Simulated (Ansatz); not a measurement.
in.yaml

```yaml
crystal:
  periodic: [false, false, false]
  atoms:
    - {symbol: Mg, position_ang: [0.000000, 0.000000, 0.000000]}
    - {symbol: H, position_ang: [0.000000, 0.000000, 2.379000]}
basis:
  gaussian: {orbitals: cc-pVQZ}
magnetization: {spin_polarized: true, initial_magnetization: 1}
hamiltonian: {xc: {name: SPW92}}
```

```sh
$ ansatz run in.yaml --threads 1 --pin off --events-out ev --progress --plain --max-ram 2393MiB
```

The program prints:

```
371 factors; their error is unknown
mean field evaluation 1: about -5430.6325 eV, gradient 1.1e1 eV
mean field evaluation 2: about -5425.5122 eV, gradient 1.7e1 eV
mean field evaluation 4: about -5432.4891 eV, gradient 8.7e-1 eV
mean field evaluation 8: about -5432.4852 eV, gradient 3.8e-2 eV
mean field -5432.48522398 eV, -199.6401497106 hartree, gradient 1.5e-5 eV, S^2 0.758679; 0 other end points of the search recorded, 0 dependent functions left out
reference -5432.48526361 eV, -199.6401511670 hartree; 7, 6 occupied and 82, 83 virtual orbitals, 371 factors
Total energy: -5432.48526361 eV, -199.6401511670 hartree
```

Ran on 1 thread of AMD EPYC 7B13, shared host: 0.54 s wall, 0.26 GiB peak host memory.
